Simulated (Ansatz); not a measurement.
## A basis-limit estimate, worked out

An elementary step of SiH6SO, singlet (SiH₄O ([OH][SiH3]) + H₂S → SiH₄S ([SiH3][SH]) + H₂O; Si–O, H–S broken or loosened, Si–S, O–H formed or tightened). “Start” and “end” are the PBE0-D4/def2-TZVP structures reached by relaxing down either side of its saddle point, with the molecules still in contact.

Program: Ansatz 0.2.0. Basis: def2-TZVPP and def2-QZVPP. Cores are frozen in the correlated methods.

Energies in eV:

| quantity | end | start |
| --- | --- | --- |
| Hartree–Fock, triple zeta (X = 3) | -20814.04217 | -20814.50564 |
| Hartree–Fock, quadruple zeta (X = 4) | -20814.70789 | -20815.18512 |
| MP2 correlation, X = 3 | -15.71234 | -15.52526 |
| MP2 correlation, X = 4 | -17.00111 | -16.78359 |
| CCSD(T) correlation, X = 3 | -17.56428 | -17.39358 |

Problem. Work out the step energy at the basis limit: extrapolate Hartree–Fock as E(X) = E∞ + A exp(−7.88 √X) and the MP2 correlation as E(X) = E∞ + B X^−2.97 (the exponents that Neese and Valeev fitted for def2-TZVPP and QZVPP), then add CCSD(T) − MP2 in triple zeta.

Solution. Each step is linear, so take the differences first (end − start): Hartree–Fock 0.46347 (X = 3) and 0.47723 (X = 4); MP2 correlation -0.18708 and -0.21752; CCSD(T) correlation -0.17070.
Two points give E∞ = E(4) + w [E(4) − E(3)], with w = 1/(exp(7.88 (2 − √3)) − 1) = 0.1377 for Hartree–Fock and w = 1/((4/3)^2.97 − 1) = 0.7407 for the correlation.
Hartree–Fock: 0.47723 + 0.1377 × 0.01376 = 0.4791 eV.
MP2 correlation: -0.21752 + 0.7407 × (-0.03044) = -0.2401 eV.
CCSD(T) − MP2: -0.17070 − (-0.18708) = 0.0164 eV.
Sum: 0.4791 + (-0.2401) + 0.0164 = 0.2554 eV, or 5.89 kcal/mol. Plain CCSD(T) in triple zeta gives 0.2928 eV, so the larger basis shifts the result by -0.0374 eV.

T1 diagnostic: at most 0.012.

Labels in which every atom is bracketed show which atoms are joined, not bond orders.

For scale, one of the runs: CCSD(T)/def2-TZVPP, 199 basis functions, launched by `ansatz run in.yaml --threads 2 --pin off --events-out ev --progress --plain --max-ram 4352MiB`. Time: 54 s of wall clock on 2 CPU threads of an Arm Neoverse V2; the host was shared. Peak host memory: 2.3 GiB.
